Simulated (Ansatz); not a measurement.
Relaxation of CH₅AlO (8 atoms, charge 0, multiplicity 1), to a largest force component of 0.02 eV/Å in at most 40 steps.

All numbers below come from RKS B3LYP-D4/def2-SVP in Ansatz 0.2.0.

```xyz
8
Properties=species:S:1:pos:R:3
Al 0.000 0.000 0.000
H 0.000 0.000 1.560
O 1.542 0.000 -0.890
H 1.841 -0.952 -1.045
C -1.706 0.000 -0.985
H -2.266 -0.930 -0.756
H -2.310 0.880 -0.680
H -1.504 0.051 -2.075
```

**Question.** Where does it end, and by what steps?

**Answer.** The run converged. After 7 steps the energy has fallen by 0.365 eV; H4 moved furthest, 0.64 Å.

| step | energy less start (eV) | largest force component (eV/Å) | accepted |
| --- | --- | --- | --- |
| 0 | 0.0000 | 2.050 | yes |
| 1 | -0.1009 | 1.027 | yes |
| 2 | -0.1601 | 0.415 | yes |
| 3 | -0.2334 | 0.741 | yes |
| 4 | -0.3160 | 0.482 | yes |
| 5 | -0.3605 | 0.123 | yes |
| 6 | -0.3641 | 0.061 | yes |
| 7 | -0.3646 | 0.016 | yes |

```xyz
8
Properties=species:S:1:pos:R:3
Al -0.039 -0.137 -0.079
H 0.142 -0.030 1.495
O 1.338 -0.437 -1.048
H 2.236 -0.558 -0.725
C -1.751 0.031 -0.994
H -2.395 -0.841 -0.780
H -2.306 0.922 -0.652
H -1.629 0.097 -2.087
```

The run took 17 s on 1 thread of Arm Neoverse V2, with other jobs on the host, peak memory 0.13 GiB.
